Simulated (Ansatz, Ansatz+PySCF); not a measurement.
```yaml
atoms:
  - { symbol: Si, position_ang: [-0.0418, -0.0132, -1.1492] }
  - { symbol: Si, position_ang: [-0.0316, -0.0076, 1.2112] }
  - { symbol: H, position_ang: [0.0047, -1.3861, -1.6431] }
  - { symbol: H, position_ang: [-1.2580, 0.7107, -1.6648] }
  - { symbol: H, position_ang: [1.1772, 0.6705, -1.6824] }
  - { symbol: H, position_ang: [-0.0349, 1.3847, 1.6594] }
  - { symbol: H, position_ang: [-1.1863, -0.7308, 1.7180] }
  - { symbol: H, position_ang: [1.2407, -0.7414, 1.6725] }
```

RHF on singlet Si2H6 was run in several spherical basis sets with Ansatz (development build ahead of 0.2.0).

(1) Rank the basis sets by the total energy that they give, lowest first, with the distance from the lowest.
A. cc-pVTZ
B. 6-31G(d)
C. 6-31G
D. def2-SVP
E. def2-TZVP
F. cc-pVDZ

Results:

(1) A (0.00 eV), E (0.17 eV), F (0.86 eV), B (1.86 eV), C (4.24 eV), D (5.77 eV).

Totals follow the description of the cores as much as that of the bonds, so this order isn't one of quality for chemistry.
